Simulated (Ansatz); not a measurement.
# AlMgH (singlet): from Hartree-Fock to the top rungs at scale of all distances = 1.103, cc-pVDZ

How much of the correlation energy of AlMgH (singlet) does each wave-function method recover here?

Method: cc-pVDZ, core rule «outside noble gas», up to 10 orbitals frozen; program: Ansatz 0.2.0, Gaussian basis.

Plan: UHF; CCSD(T) on RHF; CCSD(T) on UHF; BCCD(T) on RHF; CISD; CCSDT(Q) on RHF; CCSDT(Q) on UHF; CASSCF and MRCISD+Q, 2 electrons in 2 orbitals; CASSCF and NEVPT2, 2 electrons in 2 orbitals; CASSCF and MRCISD+Q, 6 electrons in 9 orbitals; CASSCF and NEVPT2, 6 electrons in 9 orbitals; Full CI.

12 further runs of the same task are left out: 2 for a known fault of the program, 7 that didn't finish, 3 set aside as unsound or not needed. Runs told in other sessions of the task aren't counted.

## (1) The system

The geometry derives from a PBE0/def2-TZVP stationary point (not a proven minimum). All distances are scaled together.

3 atoms, charge 0, spin multiplicity 1.

Atoms are counted from 1 here; the program's logs count them from 0.

Bond lengths: Al1–H3 1.872 Å.

Geometry (Å):

```mol
AlHMg
  3D, bonds by distance, orders not assigned

  3  1  0  0  0  0  0  0  0  0999 V2000
    0.0000   -0.0621    1.4973 Al  0  0
    0.0000    0.0006   -1.6928 Mg  0  0
    0.0000    1.6488    0.7376 H   0  0
  1  3  8  0
M  END
```

## (2) UHF

in.yaml reads:

```yaml
crystal:
  periodic: [false, false, false]
  atoms:
    - {symbol: Al, position_ang: [0.000000, -0.062091, 1.497325]}
    - {symbol: Mg, position_ang: [0.000000, 0.000550, -1.692804]}
    - {symbol: H, position_ang: [0.000000, 1.648844, 0.737603]}
basis:
  gaussian: {orbitals: cc-pVDZ}
magnetization: {spin_polarized: true, initial_magnetization: 0}
hamiltonian: {xc: hf}
output: {orbitals: {seedname: orbitals}}
```

Command:

```
ansatz run in.yaml --threads 1 --pin off --events-out ev --progress --plain --max-ram 2393MiB
```

Further steps of the session: CCSD(T) on RHF; CCSD(T) on UHF; BCCD(T) on RHF; CISD; CCSDT(Q) on RHF; CCSDT(Q) on UHF; CASSCF and MRCISD+Q, 2 electrons in 2 orbitals; CASSCF and NEVPT2, 2 electrons in 2 orbitals; CASSCF and MRCISD+Q, 6 electrons in 9 orbitals; CASSCF and NEVPT2, 6 electrons in 9 orbitals; Full CI.

**Question.** What will the summary of the whole plan be? Wanted: FCI from the RHF energy; RMP2 from FCI; RCCSD from FCI; RCCSD(T) from FCI; RCCSDT(Q) from FCI; NEVPT2 pair from FCI; NEVPT2 valence from FCI; MRCISD+Q valence from FCI; T1 diagnostic.

**Answer**, as computed:

```
                         quantity                                                   value
          FCI from the RHF energy                                              -3.1670 eV
                    RMP2 from FCI                                              +961.3 meV
                   RCCSD from FCI                                              +113.8 meV
                RCCSD(T) from FCI                                               +30.9 meV
               RCCSDT(Q) from FCI                                                +1.3 meV
             NEVPT2 pair from FCI                                              +926.6 meV
          NEVPT2 valence from FCI                                              +370.0 meV
        MRCISD+Q valence from FCI                                               +30.5 meV
levels within 1 kcal/mol (43 meV)  RCCSD(T), BCCD(T), RCCSDT, RCCSDT(Q), MRCISD+Q valence
                    T1 diagnostic                                                   0.017
   effectively unpaired electrons                                                    0.22
```

In words: RCCSD(T) lands +30.9 meV from the yardstick (1.0 % of the correlation energy). The occupations show static correlation (0.22 effectively unpaired electrons where one determinant has 0). Of the multireference levels listed MRCISD+Q valence comes nearest in total energy (+30.5 meV), which doesn't show that its space is the better one. These misses are within one basis, not against nature.
